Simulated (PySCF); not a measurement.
# C2H4O: the cost of one run

Program: PySCF 2.14.0. Level of theory: levels as typed in each script, gas phase, geometry from GFN2-xTB. These are calculated values, not measurements.

## Step 1: The starting structure

SMILES `[CH]OC`, 7 atoms, charge 0, spin multiplicity 3.

Bond lengths: C1–O2 1.319 Å, C1–H4 1.077 Å, O2–C3 1.432 Å, C3–H5 1.088 Å, C3–H6 1.093 Å, C3–H7 1.093 Å. Angles: O2–C1–H4 123.9°, C1–O2–C3 119.4°, O2–C3–H5 106.4°, O2–C3–H6 110.6°, O2–C3–H7 110.3°, H5–C3–H6 110.3°, H5–C3–H7 109.9°, H6–C3–H7 109.3°.

As a file:

| atom | x (Å) | y (Å) | z (Å) |
| --- | --- | --- | --- |
| C1 | -1.2718 | -0.2013 | 0.1630 |
| O2 | -0.1667 | 0.4878 | -0.0471 |
| C3 | 1.0992 | -0.1810 | -0.0012 |
| H4 | -1.8915 | -0.5969 | -0.6237 |
| H5 | 1.8513 | 0.5677 | -0.2407 |
| H6 | 1.1296 | -0.9962 | -0.7290 |
| H7 | 1.2798 | -0.5833 | 0.9991 |

## Step 2: Removing and adding an electron (HF/cc-pvtz)

input.py

```python
import numpy as np
from pyscf import gto, scf, dft
from pyscf.scf import atom_ks, atom_hf
from scipy.linalg import block_diag

def solve(mol, dm0=None, hcore=None):
    mf = scf.UHF(mol) if mol.spin else scf.RHF(mol)
    mf = mf.density_fit(auxbasis='def2-universal-jkfit')
    mf.conv_tol, mf.max_cycle = 1e-8, 80
    if hcore is not None:
        mf.get_hcore = lambda *args: hcore
    mf.kernel(dm0)
    if not mf.converged:
        mf = mf.newton().run(mf.mo_coeff, mf.mo_occ, max_cycle=30)
    assert mf.converged, 'SCF not converged'
    return mf

mol = gto.M(atom='''
C     -1.27185    -0.20126     0.16302
O     -0.16666     0.48779    -0.04706
C      1.09920    -0.18102    -0.00121
H     -1.89154    -0.59693    -0.62372
H      1.85131     0.56772    -0.24073
H      1.12963    -0.99617    -0.72904
H      1.27979    -0.58325     0.99909
''', basis='cc-pvtz', charge=0, spin=2, verbose=4)
mf = solve(mol)
out = dict(e0=mf.e_tot, dm0=mf.make_rdm1(), c=mf.mo_coeff, occ=mf.mo_occ, eps=mf.mo_energy)
for name, dq, spin in [('cation', 1, 1), ('anion', -1, 1)]:
    ion = mol.copy().set(charge=mol.charge + dq, spin=spin).build()
    mi = solve(ion)
    if spin and dq > 0 and mol.nao < 130:
        c, _, stable, _ = mi.stability(return_status=True)
        if not stable:
            mi = solve(ion, mi.make_rdm1(c, mi.mo_occ))
    print(name, 'vertical energy change / eV', (mi.e_tot - mf.e_tot) * 27.211386)
    out.update({'e_' + name: mi.e_tot, 'dm_' + name: mi.make_rdm1(), 's2_' + name: mi.spin_square()[0], 'eps_' + name: mi.mo_energy, 'occ_' + name: mi.mo_occ})
# spherically averaged free atoms, for the promolecule
atm = scf.atom_hf.get_atm_nrhf(mol)
pro = block_diag(*[(atm[a[0]][2] * atm[a[0]][3]) @ atm[a[0]][2].T for a in mol._atom])
np.savez('result.npz', pro=pro, **out)
```

Started as:

```console
> OMP_NUM_THREADS=1 python input.py
```

**Question.** How long does this run take on 1 thread of Intel Xeon Platinum 8259CL at 2.50GHz (Skylake/Cascade Lake), shared host, and how much memory does it need?

About 6.9 s, with a peak of 0.26 GiB.
